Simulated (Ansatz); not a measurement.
Two structures, one formula

Two isomers of AlSiNH$_{3}$, doublet, relaxed at PBE0-D4/def2-TZVP (vibrations not checked).

A:

Al1  (1.196, 0.335, 0.497)
N2  (-0.392, -0.149, -0.117)
Si3  (-1.782, -0.887, -0.279)
H4  (-2.668, -0.466, -1.442)
H5  (2.491, -0.395, -0.054)
H6  (1.290, 1.514, 1.551)
(Å)

B:

```csv
atom,x (Å),y (Å),z (Å)
N1,-0.1267,-0.9936,-0.0241
Al2,-1.7922,-0.7853,-0.6941
Si3,0.0727,0.7264,0.0097
H4,0.5774,-1.6546,0.2743
H5,1.0828,1.3237,-0.9073
H6,0.1859,1.3834,1.3414
```

Program: Ansatz 0.2.0. Basis: def2-TZVPP. Cores are frozen in the correlated methods; orbitals are unrestricted. B3LYP uses VWN-RPA correlation.

Q: Which structure is lower at CCSD(T), and by how much? (To be estimated.)

A: The calculation gives: B, by 63.7 kJ/mol (electronic energy, against the other). By their contacts, A is AlSiNH₃ ([AlH2][N][SiH]) and B is AlSiNH₃ ([NH]1[Al][SiH2]1).

All methods give the same order:

```tsv
method	E(B) − E(A) (kJ/mol)
PBE-D4	-79.4
r2SCAN-D4	-70.1
PBE0-D4	-87.9
B3LYP-D4	-59.0
wB97M-V	-70.3
HF	-64.3
MP2	-48.8
CCSD	-67.7
CCSD(T)	-63.7
```

T1 diagnostic: at most 0.030. ⟨S²⟩ of the unrestricted Hartree–Fock references: 0.78 to 0.87 (a pure state has 0.75). The unrestricted reference is spin-contaminated, which hurts MP2 most.

Labels in which every atom is bracketed show which atoms are joined, not bond orders.
